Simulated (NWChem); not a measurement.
Species: hydrogen fluoride (HF); SMILES F

Results from NWChem. Pople sets run with spherical d functions. B3LYP is NWChem's, with the RPA form of VWN correlation. Each level has its own optimisation; frequencies are unscaled.

| level | r F–H (Å) | highest harmonic frequency (cm⁻¹) | zero-point energy (kcal/mol) | dipole (D) |
|---|---|---|---|---|
| Hartree-Fock/STO-3G | 0.955 | 4475 | 6.4 | 1.25 |
| Hartree-Fock/3-21G | 0.937 | 4061 | 5.8 | 2.17 |
| Hartree-Fock/6-31G* | 0.912 | 4332 | 6.2 | 1.97 |
| B3LYP/6-31G* | 0.935 | 3952 | 5.6 | 1.86 |
| LDA (Slater exchange, VWN5)/def2-SVP | 0.932 | ? | 5.7 | 1.88 |
| PBE/def2-SVP | 0.932 | 3967 | 5.7 | 1.81 |
| BLYP/def2-SVP | 0.936 | 3908 | 5.6 | 1.80 |
| PBE0/def2-SVP | 0.920 | 4160 | 5.9 | 1.86 |

### Question
What belongs in the gaps?

### Answer

- LDA (Slater exchange, VWN5)/def2-SVP, highest harmonic frequency (cm⁻¹): 4001
